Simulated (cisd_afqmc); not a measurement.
Input (AFQMC/CISD/aug-cc-pVQZ; cisd_afqmc is a phaseless AFQMC code with CISD trial states that reads the integrals written by Ansatz):

Ansatz 0.2 input:
```python
import cisd_afqmc

open("ham.yaml", "w").write("""\
crystal:
  periodic: [false, false, false]
  atoms:
    - {symbol: F, position_ang: [-0.00000000, -0.00000000, -0.69760205]}
    - {symbol: F, position_ang: [0.00000000, 0.00000000, 0.69760205]}
basis:
  gaussian:
    orbitals: aug-cc-pVQZ
magnetization: {spin_polarized: false}
correlation: {method: ccsd, electrons: outside_noble_gas, hamiltonian_folder: ham}
""")
rep = cisd_afqmc.ansatz("ham.yaml")
e_ccsd = rep["correlation"]["coupled_cluster"]["energy"]["hartree"]
out = cisd_afqmc.run("ham", e_ccsd, trial="CISD", walkers=2000, populations=1, threads=12, dt=0.005, steps=40, early=24, settle=10, least=100,
    cut=5e-5, rank_cut=2e-4, target=0.0004, seconds=1000, seed=4, memory=62639, gpu=True)
```

Output:

```
orbitals 158, occupied [7], factors 748 of 998, rank of the doubles 402 of 1057
E(HF) = -198.771092
E(CCSD) on the cut factors = -199.344374, shift to the whole factors -0.000000
Energy of the trial state on the determinant = -199.344398
  tau behind 7.2 of longer steps, mean of the populations' last blocks
   2.0  -199.36911
   4.0  -199.36568
   6.0  -199.36467
   8.0  -199.36632
  10.0  -199.36583
  12.0  -199.36562
  14.0  -199.36588
  16.0  -199.36709
  18.0  -199.36543
  20.0  -199.36715
  22.0  -199.36443
blocks 100 (0 outliers left out), error by blocks joined: 1: 0.00017, 2: 0.00019, 4: 0.00022, 8: 0.00021
E(AFQMC/CISD) = -199.36581 +/- 0.00022
```
